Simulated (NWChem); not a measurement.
System: SiH$_{2}$, singlet; SMILES [SiH2]

NWChem input:

```
start job
memory heap 200 mb stack 900 mb global 1100 mb
geometry units angstroms noautosym nocenter noautoz
  Si     0.000000     0.000000     0.180908
  H      1.093423     0.000000    -0.889802
  H     -1.093423     0.000000    -0.889802
end
basis spherical
  * library aug-cc-pvdz
end
dft
  xc b3lyp
  iterations 150
end
cosmo
  do_cosmo_smd true
  solvent water
end
task dft energy
```

Low-valent species are run as closed-shell singlets; no triplet was tried in these runs. Geometry: optimised at B3LYP/6-31G* (spherical d). Solvent: water.

Solvent water, SMD (1 M gas to 1 M solution), gas-phase geometry. Reactions with the solvent are ignored.

Problem. Give the results of this calculation. (B3LYP/aug-cc-pVDZ, SMD on the gas-phase geometry.) Quantities: basis functions; solvation free energy (kcal/mol); cavity-dispersion-structure term (kcal/mol); dipole in solution (D).

Solution. 
```
Quantity                                     Value
-------------------------------------------  -----
number of basis functions                       45
solvation free energy (kcal/mol)              -0.5
cavity-dispersion-structure term (kcal/mol)    1.1
dipole in solution (D)                        0.18
```
